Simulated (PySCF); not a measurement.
Geometry:
```
atom   x (Å)   y (Å)   z (Å)
  C1  -0.625   1.138   0.491
  C2  -0.055   0.007  -0.351
  C3   1.332  -0.398   0.126
  N4  -0.941  -1.143  -0.262
  H5   0.021   2.028   0.453
  H6  -0.724   0.816   1.540
  H7  -1.624   1.436   0.134
  H8   0.050   0.388  -1.392
  H9   1.747  -1.205  -0.499
 H10   1.282  -0.766   1.162
 H11   2.031   0.450   0.084
 H12  -0.598  -1.900  -0.851
 H13  -1.867  -0.905  -0.614
```

Level of theory: J: B3LYP/pcJ-1 (spin–dipole term only in couplings to heteroatoms), geometry: PBE0-D3(BJ)/def2-SVP, shielding tensors at B97-2/pcSseg-2 (GIAO), in PySCF 2.14.0 with density-fitted response routines (gas phase, rapidly exchanging positions averaged, no relativistic terms, single conformer).

Problem. List the cross peaks expected in HSQC, COSY and HMBC spectra.

Solution. 

HSQC (one-bond C–H):
```tsv
δH	δC	1J(C,H) (Hz)
3.28 (H8)	47.1 (C2)	133
0.94 (H5/H6/H7/H9/H10/H11)	27.1 (C1/C3)	132
```

COSY cross peaks (|J| ≥ 2 Hz):
```tsv
δH	δH	abs. J (Hz)	bonds
3.28 (H8)	0.94 (H5/H6/H7/H9/H10/H11)	6.7	3
```

HMBC (two and three bonds, |J| ≥ 2.5 Hz):
```tsv
δH	δC [abs. J in Hz]
0.94 (H5/H6/H7/H9/H10/H11)	47.1 (C2) [3.5], 27.1 (C1/C3) [5.8]
```

Chemical shifts δ = σref − σ; TMS for 1H (31.36 ppm), 13C (183.46 ppm), all at this level.

Exchangeable OH/NH protons stand at their gas-phase positions; hydrogen bonding in a real sample shifts them, mostly to higher δ. Unscaled 3J(H,H) at this level run about 10 % above measured values. Shifts are as computed. Against solution values, carbons near 30 ppm lie about +4 ppm off and those near 130 ppm about +7 ppm. Of 1211 compounds with measured shifts, 218 miss one by over three times the rms of a fit or turn the order of signals round; such compounds aren't used in these exercises.
